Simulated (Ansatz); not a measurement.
# MgBH₂ (quartet): the correlation ladder, def2-QZVPP

The task here is to estimate one member of a computed series from the others.

Program: Ansatz 0.2.0, Gaussian basis. Level of theory: def2-QZVPP, core rule «outside noble gas», up to 6 orbitals frozen. These are calculated values, not measurements.

To be run: UHF; ROHF; CCSD(T) on UHF.

### The geometry

The geometry is a PBE0/def2-TZVP stationary point (not a proven minimum).

4 atoms, charge 0, spin multiplicity 4.

Atoms are counted from 1 here; the program's logs count them from 0.

Bond lengths: B1–Mg2 2.227 Å, B1–H3 1.184 Å, B1–H4 1.234 Å, Mg2–H4 1.954 Å. Angles: Mg2–B1–H3 168.8°, Mg2–B1–H4 61.0°, H3–B1–H4 130.2°, B1–Mg2–H4 33.5°, B1–H4–Mg2 85.5°.

The first run:

File in.yaml:

```yaml
crystal:
  periodic: [false, false, false]
  atoms:
    - {symbol: B, position_ang: [0.000000, 0.038348, 1.441894]}
    - {symbol: Mg, position_ang: [0.000000, 0.014710, -0.784671]}
    - {symbol: H, position_ang: [0.000000, 0.281186, 2.600655]}
    - {symbol: H, position_ang: [0.000000, -1.047203, 0.855024]}
basis:
  gaussian: {orbitals: "def2-QZVPP.json"}
magnetization: {spin_polarized: true, initial_magnetization: 3}
hamiltonian: {xc: hf}
output: {orbitals: {seedname: orbitals}}
```

Command:

```bash
$ ansatz run in.yaml --threads 1 --pin off --events-out ev --progress --plain --max-ram 2393MiB
```

Among the steps run: UHF; ROHF; CCSD(T) on UHF.

One table of the session follows, with a row left open; its other results are not shown here.

```
  method  from UCCSD(T) (kcal/mol)
    ROHF                    +87.18
     UHF                    +85.54
    UMP2                    +15.00
   UCCSD                         ?
UCCSD(T)                         0
```

Q: Estimate the row for UCCSD from the others.

**Answer.** from UCCSD(T) (kcal/mol): +2.80. In the column «from UCCSD(T) (kcal/mol)» it lies between UCCSD(T) (0) and UMP2 (+15.00).
